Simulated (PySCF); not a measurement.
Species: C4H7F.
Numbering: `[CH3:1][CH2:2]/[CH:3]=[CH:4]\[F:5]` (hydrogens: H6, H7, H8 on C1; H9, H10 on C2; H11 on C3; H12 on C4)

The geometry is computed with GFN2-xTB (gas phase).

(1) List the bond lengths, angles and torsions at this level.

Results:

(1) 
```tsv
bond	length (Å)	order
C1–C2	1.528	single
C2–C3	1.495	single
C3=C4	1.319	double
C4–F5	1.347	single
C1–H6, C1–H7, C1–H8	1.088	single
C2–H9, C2–H10	1.092	single
C3–H11	1.080	single
C4–H12	1.080	single
```

Bonds in one row agree within 0.01 Å and their mean is given. Orders are formal, as drawn. A selection of angles:
```tsv
angle	degrees
C2–C1–H6	110.2
C2–C1–H8	110.6
H6–C1–H7	108.5
H7–C1–H8	108.4
C1–C2–C3	111.0
C1–C2–H9	109.9
C3–C2–H9	109.7
H9–C2–H10	108.3
C2–C3–C4	125.2
C2–C3–H11	116.9
C4–C3–H11	117.9
C3–C4–F5	122.5
C3–C4–H12	126.1
F5–C4–H12	111.5
```

Torsions: C1–C2–C3–C4 120° (anticlinal); C2–C3–C4–F5 1° (synperiplanar). The mirror-image conformer, all signs reversed, is as good.

Of the pairs four or more bonds apart, F5···H9 is among the closest relative to their van der Waals radii: 2.48 Å, 93 % of the sum of Bondi's values. The 3 C–C bonds span 1.319 Å (C3=C4, drawn double) to 1.528 Å (C1–C2, drawn single), a spread of 0.209 Å.

Point group: C1 (no symmetry element, even within 0.4 Å). Whether it is a minimum is left open (no frequencies). One conformer, not necessarily the lowest.
